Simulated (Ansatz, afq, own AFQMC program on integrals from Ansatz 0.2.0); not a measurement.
**AlBH₂, singlet in cc-pVDZ along one coordinate**

```yaml
atoms:
  - { symbol: B, position_ang: [0.0000, 0.0000, 1.4848] }
  - { symbol: Al, position_ang: [0.0000, 0.0000, -0.7557] }
  - { symbol: H, position_ang: [0.0000, 1.0050, 2.1514] }
  - { symbol: H, position_ang: [0.0000, -1.0050, 2.1514] }
```

The B1–Al2 distance is changed with both sides rigid. Energies in kcal/mol count from this geometry (2.240 Å) at the same level; the start stands on RHF, each point on the determinant named.

Basis cc-pVDZ. Only valence electrons are correlated. Ansatz 0.2.0 and our own AFQMC program on the same integrals; the CISD trial comes from CCSD amplitudes, and released means the phaseless constraint is let go. Error bars are statistical, one sigma.

Cautions, each for one point or more: cluster runs in doubt by the program's own checks; higher spins were not checked; restricted determinant unstable towards unrestricted; strong correlation; unrestricted determinant spin contaminated; walk and cluster series may follow different spin states.

| r(B1–Al2) / Å | det. | T1 | weight | ⟨S²⟩ | CCSD(T) | ph-AFQMC/CISD | released AFQMC | CCSDT(Q) | B2PLYP | r2SCAN |
| --- | --- | --- | --- | --- | --- | --- | --- | --- | --- | --- |
| 2.048 | RHF | 0.012 | 0.87 | pure | 4.8 | 5.2 ± 0.3 | 4.8 ± 0.4* | 4.8 | 2.9§ | 0.6§ |
| 2.496 | RHF | 0.012 | 0.87 | pure | 3.4 | 3.4 ± 0.3 | 3.3 ± 0.3* | 3.4 | 3.5 | 6.0§ |
| 3.117 | RHF | 0.017 | 0.85 | pure | 24.6 | 24.7 ± 0.3 | 24.5 ± 0.4* | 24.3 | 24.9 | 28.6§ |
| 4.166 | UHF‡¶ | 0.034 | 0.85 | 0.94 | 52.6 | 49.9 ± 0.4 | 49.3 ± 0.5* | 49.6 | 52.1§ | 53.6§ |
| 5.905 | UHF†‡¶ | 0.011 | 0.89 | 1.02 | 56.2 | 56.6 ± 0.3 | 56.4 ± 0.3* | 56.4 | 56.4§ | – |

Weight is that of the determinant in the CISD state; at the start T1 is 0.012 and the weight 0.87. ¶ marks points with a poor determinant and no full CI, where no value is sure; they don't count among the departures. An asterisk marks released energies that aren't shown to be converged. A dagger marks points whose determinant fills other symmetries than the start's, so the wave-function levels may follow another state there, or a degenerate partner. A double dagger marks points where the walks on two determinants ended up to 6.0 kcal/mol apart; the lower is shown. A dash marks a missing value, a released energy that hasn't settled or a functional that sits on another state. § marks a functional whose ⟨S²⟩ is too high by over 0.1 (B2PLYP, r2SCAN at the start too). Largest departures from CCSDT(Q), at the points where its series has closed: CCSD(T) 0.3 kcal/mol at 3.117 (on RHF), ph-AFQMC/CISD 0.4 kcal/mol at 3.117 (on RHF) (within the noise). The functionals aren't scored here. In this small basis the wave-function levels are far from their limit, so their gap to the functionals isn't the functionals' error.

Some points may be missing: those where a free walk finds a much lower state, and past Zn most of those on another determinant than at the start.

CCSDT and higher add their correlation energy to the determinant of the CCSD(T) run, since their own runs factorise the integrals more tightly (a shift of under 2 meV). A walk keeps the symmetry of its determinant, which the program's search chose and which needn't be the lowest solution, so a lower state of the same spin and another symmetry isn't excluded.
